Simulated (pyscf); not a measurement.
Elementary routes open to H₂B–F + water (H₂O) in the gas phase (singlet surface):
A. H₂B–OH + hydrogen fluoride (HF) (B–F, H–O broken; B–O, F–H formed)
B. HO–BH–F + hydrogen (H₂) (B–H, H–O broken; B–O, H–H formed)

PySCF, gas phase, ωB97X-D3(BJ)/def2-SVP geometries.

Question: Rank the routes by free-energy barrier at 298 K, lowest first, for ωB97M-D3(BJ)/def2-TZVP energies (ideal gas, 1 atm, RRHO with modes under 100 cm⁻¹ raised to 100, one conformer, R ln 2 for chiral ones without a mode under 150 cm⁻¹).

Answer: A (86.8 kJ/mol), B (98.2 kJ/mol)

Route A is the fastest of these, ahead of the next by 11.3 kJ/mol. The most stable products are those of B (ΔG = -141.3 kJ/mol), whose barrier is 11.3 kJ/mol higher: the kinetic and the thermodynamic product differ. At 1200 K A is still the fastest. A: On the reactant side the descent ends in an adduct with a B–O contact, 44.6 kJ/mol under the separated species and 91.6 kJ/mol under the saddle at ωB97X-D3(BJ)/def2-TZVP. On the product side the descent ends in a complex (not fully relaxed), 30.2 kJ/mol under the separated species and 75.4 kJ/mol under the saddle at ωB97X-D3(BJ)/def2-TZVP. B: On the reactant side the descent ends in an adduct with a B–O contact, 44.6 kJ/mol under the separated species and 105.8 kJ/mol under the saddle at ωB97X-D3(BJ)/def2-TZVP. Only these routes are compared; each barrier is that of the saddle found, and lower ones may exist.
